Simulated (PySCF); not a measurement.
Ionising MgF

PBE0; Mg aug-pcseg-1, F aug-pcseg-1; no relativity (PySCF 2.14). Neutral (UKS): doublet (σ ↑), Re = 1.779 Å, ωe = 700 cm⁻¹, De = 4.55 eV, HOMO -5.78 eV, LUMO -2.66 eV.

MgF⁺ (UKS): singlet (closed shell), Re = 1.715 Å, ωe = 824 cm⁻¹, De = 4.07 eV to Mg⁺ + F. The energies at the minima are -299.73193 hartree for MgF and -299.43767 for MgF⁺.

**Question.** Work out the adiabatic ionisation energy, without and with harmonic zero-point energies (1 hartree = 27.2114 eV, 1 eV = 8065.5 cm⁻¹), and the change of the bond length.

**Answer.** At PBE0: 0.29426 hartree = 8.007 eV between the minima; the zero-point term (824.0 − 700.0)/2 cm⁻¹ = +0.008 eV makes it 8.015 eV. Re changes by -6.4 pm against the neutral. The electron leaves a σ orbital; in so polar a molecule the change of length follows mostly from the change of the ionic charges.

For an ion De counts to the pair picked by the measured ionisation energies or electron affinities, which need not be the lowest pair at this level. States were picked by a PBE0 search and need not be the measured ground states.
